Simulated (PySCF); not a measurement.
**How well do the runs reproduce experiment for dimethyl sulfide?**

**The experiment to reproduce.**

From NIST CCCBDB Release 22 (SRD 101), experimental dipoles, for the gas: dipole moment (microwave Stark effect, vibrational ground state) 1.5 D.

NIST CCCBDB Release 22 (SRD 101), experimental polarizabilities lists, for the gas: mean polarisability 7.55 Å³.

The runs below try to reproduce these values; the comparison stands at the end.

Species: dimethyl sulfide, C2H6S.
Atom-mapped SMILES: `[CH3:1][S:2][CH3:3]` (hydrogens: H4, H5, H6 on C1; H7, H8, H9 on C3)

Cartesian coordinates in Å at the GFN2-xTB level; atoms count from 1:
```
atom  x, y, z in Å
C1    -1.3699   -0.1001   -0.0372
S2     0.0823   -1.1200   -0.4162
C3     1.3746    0.0760    0.0226
H4    -1.3615    0.7886   -0.6623
H5    -2.2457   -0.7010   -0.2574
H6    -1.3590    0.1717    1.0149
H7     2.3282   -0.4051   -0.1647
H8     1.2763    0.9615   -0.5994
H9     1.2882    0.3345    1.0745
```

The PySCF runs (gas phase, on this GFN2-xTB geometry; no spin–orbit coupling):

```
                                                      level                                                                                                   job  basis functions
                                              PBE0/pcSseg-1                            shieldings, charges and field gradients, density and orbital grids written               88
                                         BHandHLYP/pcSseg-1                                                               shieldings, charges and field gradients               88
CAM-B3LYP/6-311G**, grid level 1, energy threshold 1e-08 Eh                                                               shieldings, charges and field gradients               98
                     PW91/6-311+G(2d,p), level shift 0.2 Eh                                                                                            shieldings              125
                                        CAM-B3LYP/def2-SVPD                                     8 singlets by full TDDFT, 3 Tamm–Dancoff triplets, polarisability              115
                                             PBE0/def2-SVPD  6 singlets by full TDDFT, 2 Tamm–Dancoff triplets, polarisability, density and orbital grids written              115
                    PBE0/IGLO-II, energy threshold 1e-08 Eh                                                           spin–spin couplings from 9 perturbed nuclei              115
```

All basis functions are spherical.

Results beside the measurements:

**Dipole moment.** Measured: 1.5 D (NIST CCCBDB Release 22 (SRD 101), experimental dipoles).

| level | computed (D) | computed − measured (D) | % (from the printed values) |
| --- | --- | --- | --- |
| PBE0/pcSseg-1 | 1.72 | +0.22 | +15 |
| BHandHLYP/pcSseg-1 | 1.71 | +0.21 | +14 |
| CAM-B3LYP/6-311G** | 1.77 | +0.27 | +18 |
| PW91/6-311+G(2d,p) | 1.65 | +0.15 | +10 |
| CAM-B3LYP/def2-SVPD | 1.69 | +0.19 | +13 |
| PBE0/def2-SVPD | 1.72 | +0.22 | +15 |
| PBE0/IGLO-II | 1.54 | +0.04 | +3 |

Closest is PBE0/IGLO-II (+0.04 D), furthest CAM-B3LYP/6-311G** (+0.27 D); one molecule doesn't rank methods. All 7 levels lie above the measurement. The computed dipoles belong to one fixed geometry; measured ones are averaged over vibrations unless marked μe. Magnitudes are compared, not signs.

**Mean polarisability.** Measured: 7.55 Å³ (NIST CCCBDB Release 22 (SRD 101), experimental polarizabilities).

```csv
level,computed (Å³),computed − measured (Å³),% (from the printed values)
CAM-B3LYP/def2-SVPD,7.11,-0.44,-6
PBE0/def2-SVPD,7.12,-0.43,-6
```

Closest is PBE0/def2-SVPD (-0.43 Å³), furthest CAM-B3LYP/def2-SVPD (-0.44 Å³); one molecule doesn't rank methods. The computed values are static and purely electronic, with core orbitals frozen in the response (1 au = 0.148185 Å³). The table of measured values doesn't say here whether a value is static or optical, or holds a vibrational part.

No measured geometry was used, and the causes of the misses weren't examined.
